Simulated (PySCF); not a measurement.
# NO2 (nitrogen dioxide): USVWN5/STO-6G

What is the energy change on altering one bond length of NO2 (nitrogen dioxide) at USVWN5/STO-6G? The job is set up through a Python script.

The results are computed with PySCF 2.14.0.

17 further runs of the same task are left out: 7 that didn't finish, 10 set aside as unsound or not needed.

## (1) The system as given

NO2: 3 atoms, total charge 0, spin state doublet. SMILES: `[O]N=O`. Geometry: relaxed at PBE0-D4/def2-TZVP.

Bond lengths: O1–N2 1.183 Å, N2–O3 1.183 Å. Angles: O1–N2–O3 134.8°.

## (2) A single-point energy at USVWN5/STO-6G

Contents of calc.py:

```python
# nitrogen dioxide
from pyscf import gto, dft

molecule = gto.M(
    atom='''
O      0.209760    -1.082190     0.000620
N     -0.265470    -0.009110    -0.145890
O      0.055690     1.091300     0.145270
''',
    verbose=3,
    max_memory=1860,
    basis='sto-6g',
    spin=1,
    charge=0,
)

ks = dft.UKS(molecule, xc='svwn')
ks.grids.level = 5
ks.conv_tol = 1e-10
ks.kernel()
if not ks.converged:
    ks = ks.newton().run(ks.mo_coeff, ks.mo_occ)

energy = ks.e_tot
print('E = %.10f Eh' % energy)
```

The run is started by

```
OMP_NUM_THREADS=1 python calc.py
```

Output:

```text
converged SCF energy = -202.693282702794  <S^2> = 0.75024246  2S+1 = 2.0002424
E = -202.6932827028 Eh
```

It took 2.2 s on 1 thread of Arm Neoverse V1, shared host; peak memory 0.13 GiB.

## (3) The distorted shape

Contents of input.py:

```python
from pyscf import gto, dft

molecule = gto.M(
    atom=[
    ('O', (-0.175638, -2.402703, -0.348777)),
    ('N', (-0.650868, -1.329623, -0.495287)),
    ('O', (0.055690, 1.091300, 0.145270)),
],
    spin=1,
    basis='sto-6g',
    max_memory=1860,
    verbose=3,
)

ks = dft.UKS(molecule)
ks.xc = 'svwn'
ks.conv_tol = 1e-10
ks.grids.level = 5
ks.kernel()
if not ks.converged:
    ks = ks.newton().run(ks.mo_coeff, ks.mo_occ)

etot = ks.e_tot
print('E = %.10f Eh' % etot)
```

The run is started by

```
OMP_NUM_THREADS=1 python input.py
```

Output:

```text
WARN: HOMO -0.138165175568636 >= LUMO -0.138025415067626

WARN: HOMO -0.0505883934639557 >= LUMO -0.0498061961037585

WARN: HOMO -0.0908416616562494 >= LUMO -0.132926254833477

WARN: HOMO -0.142788103576212 >= LUMO -0.171902170028598

WARN: HOMO -0.104352592489453 >= LUMO -0.133640632334789

SCF not converged.
SCF energy = -197.911559094667 after 50 cycles  <S^2> = 0.75053698  2S+1 = 2.0005369

WARN: HOMO 0.808468919148838 >= LUMO 0.808333523380999

converged SCF energy = -202.569494122468  <S^2> = 1.621283  2S+1 = 2.7358969
E = -202.5694941225 Eh
```

Wall time 26 s (1 thread of Arm Neoverse V1, shared host); peak memory 0.16 GiB.

## (4) What came out

At USVWN5/STO-6G:

| quantity | value |
| --- | --- |
| first shape: total energy | -202.69328 Eh |
| first shape: dipole moment | 0.12 D |
| first shape: HOMO energy (highest over α and β) | -2.33 eV |
| first shape: LUMO energy (lowest over α and β) | -1.12 eV |
| first shape: ⟨S²⟩ | 0.750 |
| distorted shape: total energy | -202.56949 Eh |
| distorted shape: dipole moment | 0.42 D |
| distorted shape: HOMO energy (highest over α and β) | -1.56 eV |
| distorted shape: LUMO energy (lowest over α and β) | -1.38 eV |
| distorted shape: ⟨S²⟩ | 1.621 |
| energy change with the N2–O3 bond stretched from 1.183 to 2.602 Å | 3.368 eV |

In words: With the N2–O3 bond stretched from 1.183 to 2.602 Å the energy rises by 3.37 eV (325 kJ/mol). The first shape isn't relaxed at this level, so the change isn't measured from a minimum. The minimal basis adds a large error of its own. ⟨S²⟩ (distorted shape) is 1.62 where a pure doublet has 0.75: the reference is spin-contaminated.
